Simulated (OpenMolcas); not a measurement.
# AlO (oxoaluminum): a chain of runs

Wanted: a single-point energy (ROHF/ANO-XS-MB), then the energy (CASSCF(9,8)/ANO-XS-VDZ), then the energy (CASPT2(9,8)/ANO-XS-VDZ) of AlO (oxoaluminum). 

The results are computed with OpenMolcas 26.06.

### 1 The structure to begin with

The species is AlO (2 atoms), meant as a doublet with charge 0. As SMILES, `[O]=[Al]`. The shape comes from GFN2-xTB, which is rough for such elements, and wasn't checked as a minimum.

Bond lengths: O1–Al2 1.570 Å.

### 2 The energy at ROHF/ANO-XS-MB (DKH2) (run 1)

The input, step1.inp:

```
&gateway
  coord
  2
  angstrom
  O        0.000000       0.000000       0.000000
  Al       0.000000       0.000000       1.570050
  basis = ANO-XS-MB
  group = NoSym

&seward
  relativistic = R02E00

&scf
  uhf
  spin = 2
  prorbitals = 1 1

&rasscf
  fileorb = $Project.UnaOrb
  spin = 2
  nactel = 1 0 0
  inactive = 10
  ras2 = 1
  outorbitals = Canonical
  orblisting = Nothing
```

Run with:

```sh
$ export MOLCAS_MEM=1860
$ pymolcas step1.inp > step1.log
```

The program printed, shortened:

```text
--- Start Module: gateway ---
[...]
--- Stop Module: gateway /rc=_RC_ALL_IS_WELL_ ---
[...]
      Basis functions           14
[...]
--- Start Module: scf ---
[...]
       Convergence after  21 Iterations
[...]
::    Total SCF energy                               -317.1535455421
[...]
      Total spin, S                                     0.5077317529
[...]
--- Stop Module: scf /rc=_RC_ALL_IS_WELL_ ---
[...]
--- Start Module: rasscf ---
[...]
      Number of active orbitals                  1
[...]
      Spin quantum number                      0.5
[...]
      Active orbitals                            1
[...]
      Number of CSFs                             1
[...]
      Number of root(s) required                 1
[...]
      Convergence after 11 iterations
[...]
      printout of CI-coefficients larger than  0.05 for root  1
      energy=    -317.151456
      conf/sym  1     Coeff  Weight
             1  u   1.00000 1.00000
      Natural orbitals and occupation numbers for root  1
      sym 1:   1.000000
      ************************************************************************************************************************
      *                                                    Final results                                                     *
[...]
::    RASSCF root number  1 Total energy:   -317.15145636
[...]
      Total electronic charge=   21.000000
      Total            charge=   -0.000000
[...]
      Dipole Moment (debye):
      Origin of the operator (angstrom)=    0.0000    0.0000    0.9857
                   X= -9.8842E-15               Y= -4.2413E-14               Z=  1.5766E+00           Total=  1.5766E+00
      Quadrupole Moment (debye*angstrom):
[...]
--- Stop Module: rasscf /rc=_RC_ALL_IS_WELL_ ---
[...]
```

Wall time 4.5 s (1 thread of AMD EPYC 7R43 (Zen 3), shared host); peak memory 0.37 GiB.

### 3 A single-point energy at CASSCF(9,8)/ANO-XS-VDZ (DKH2, RICD fitting) (run 2)

The input, step2.inp:

```
* AlO CASSCF

&GATEWAY
 Coord
 2
 angstrom
 O        0.000000       0.000000       0.000000
 Al       0.000000       0.000000       1.570050
 Basis=ANO-XS-MB
 Group=NoSym

&SEWARD
 Relativistic=R02E00

&RASSCF
 FileOrb=$CurrDir/step1.RasOrb
 Spin=2
 Nactel=9 0 0
 Inactive=6
 Ras2=8
 OrbListing=Nothing
>>> COPY $Project.RunFile RUNFIL1
>>> COPY $Project.RasOrb INPORB

&GATEWAY
 Coord
 2
 angstrom
 O        0.000000       0.000000       0.000000
 Al       0.000000       0.000000       1.570050
 Basis=ANO-XS-VDZ
 Group=NoSym
 RICD

&SEWARD
 Relativistic=R02E00
>>> COPY $Project.RunFile RUNFIL2

&EXPBAS

&RASSCF
 FileOrb=$Project.ExpOrb
 Spin=2
 Nactel=9 0 0
 Inactive=6
 Ras2=8
 OrbListing=Nothing
 OrbAppear=Compact
```

Run with:

```sh
$ export MOLCAS_MEM=1860
$ pymolcas step2.inp > step2.log
```

The program printed, shortened:

```text
--- Start Module: gateway ---
[...]
--- Stop Module: gateway /rc=_RC_ALL_IS_WELL_ ---
[...]
      Basis functions           14
[...]
      Number of active orbitals                  8
[...]
      Spin quantum number                      0.5
[...]
      Active orbitals                            8
[...]
      Number of CSFs                          2352
[...]
      Number of root(s) required                 1
[...]
      Convergence after  5 iterations
[...]
      printout of CI-coefficients larger than  0.05 for root  1
      energy=    -317.226088
      conf/sym  11111111     Coeff  Weight
             1  2222u000  -0.93606 0.87620
             8  222u0200   0.05095 0.00260
            13  222u0020   0.05095 0.00260
            14  222ud00u   0.06343 0.00402
            25  22u2d0u0   0.05642 0.00318
            38  2u22du00  -0.05642 0.00318
[...]
      Natural orbitals and occupation numbers for root  1
      sym 1:   1.994697   1.928112   1.928112   1.912329   1.055366   0.080913   0.080913   0.019557
      ************************************************************************************************************************
      *                                                    Final results                                                     *
[...]
::    RASSCF root number  1 Total energy:   -317.22608824
[...]
      Basis functions           22
[...]
--- Start Module: expbas ---
[...]
--- Stop Module: expbas /rc=_RC_ALL_IS_WELL_ ---
--- Start Module: rasscf ---
[...]
      Convergence after 14 iterations
[...]
      Natural orbitals and occupation numbers for root  1
      sym 1:   1.995508   1.946515   1.946515   1.955013   1.018304   0.055100   0.055100   0.027944
      ************************************************************************************************************************
      *                                                    Final results                                                     *
[...]
::    RASSCF root number  1 Total energy:   -317.28149298
[...]
      Total electronic charge=   21.000000
      Total            charge=   -0.000000
[...]
      Dipole Moment (debye):
      Origin of the operator (angstrom)=    0.0000    0.0000    0.9857
                   X= -4.3448E-13               Y=  1.1632E-13               Z=  3.9115E+00           Total=  3.9115E+00
      Quadrupole Moment (debye*angstrom):
[...]
--- Stop Module: rasscf /rc=_RC_ALL_IS_WELL_ ---
[...]
```

Wall time 6.3 s (1 thread of AMD EPYC 7R43 (Zen 3), shared host); peak memory 0.37 GiB.

### 4 A single-point energy at CASPT2(9,8)/ANO-XS-VDZ (DKH2, RICD fitting, ipea shift 0.25 Eh, pt2 variant SS) (run 3)

The input, step3.inp:

```
&GATEWAY
COORD
2
angstrom
O        0.000000       0.000000       0.000000
Al       0.000000       0.000000       1.570050
BASIS=ANO-XS-VDZ
GROUP=NoSym
RICD
&SEWARD
RELATIVISTIC=R02E00
&RASSCF
FILEORB=$CurrDir/step2.RasOrb
SPIN=2
NACTEL=9 0 0
INACTIVE=6
RAS2=8
ORBLISTING=Nothing
ORBAPPEAR=Compact
&CASPT2
IMAGINARY=0.2
```

Run with:

```sh
$ export MOLCAS_MEM=1860
$ pymolcas step3.inp > step3.log
```

The program printed, shortened:

```text
--- Start Module: gateway ---
[...]
--- Stop Module: gateway /rc=_RC_ALL_IS_WELL_ ---
[...]
      Basis functions           22
[...]
--- Start Module: rasscf ---
[...]
      Number of active orbitals                  8
[...]
      Spin quantum number                      0.5
[...]
      Active orbitals                            8
[...]
      Number of CSFs                          2352
[...]
      Number of root(s) required                 1
[...]
      Convergence after  6 iterations
[...]
      printout of CI-coefficients larger than  0.05 for root  1
      energy=    -317.281493
      conf/sym  11111111     Coeff  Weight
             1  2222u000   0.95978 0.92117
            14  222ud00u  -0.05112 0.00261
            91  22ud20u0   0.07469 0.00558
           109  2u2d2u00  -0.07469 0.00558
           155  2202u020   0.09357 0.00876
           174  2ud2uud0  -0.07320 0.00536
[...]
      Natural orbitals and occupation numbers for root  1
      sym 1:   1.995508   1.946511   1.946511   1.955012   1.018306   0.055105   0.055105   0.027943
      ************************************************************************************************************************
      *                                                    Final results                                                     *
[...]
::    RASSCF root number  1 Total energy:   -317.28149298
[...]
      Total electronic charge=   21.000000
      Total            charge=   -0.000000
[...]
      Dipole Moment (debye):
      Origin of the operator (angstrom)=    0.0000    0.0000    0.9857
                   X= -4.3454E-13               Y=  1.1630E-13               Z=  3.9116E+00           Total=  3.9116E+00
      Quadrupole Moment (debye*angstrom):
[...]
--- Stop Module: rasscf /rc=_RC_ALL_IS_WELL_ ---
[...]
--- Start Module: caspt2 ---
[...]
      E2 (Variational):          -0.0508567910
      Total energy:            -317.3323497749
[...]
      Reference weight:           0.98313
[...]
::    CASPT2 Root  1     Total energy:   -317.33234977
[...]
--- Stop Module: caspt2 /rc=_RC_ALL_IS_WELL_ ---
[...]
```

Run time: 3.9 s. Hardware: 1 thread of AMD EPYC 7R43 (Zen 3), shared host; peak memory 0.081 GiB.

### 5 Outcome

| quantity | value |
| --- | --- |
| run 1, ROHF/ANO-XS-MB: total energy | -317.15146 Eh |
| run 1, ROHF/ANO-XS-MB: dipole moment | 1.58 D |
| run 2, CASSCF(9,8)/ANO-XS-VDZ: total energy | -317.28149 Eh |
| run 2, CASSCF(9,8)/ANO-XS-VDZ: dipole moment (CASSCF density) | 3.91 D |
| run 3, CASPT2(9,8)/ANO-XS-VDZ: total energy | -317.33235 Eh |
| run 3, CASPT2(9,8)/ANO-XS-VDZ: dipole moment (CASSCF density) | 3.91 D |
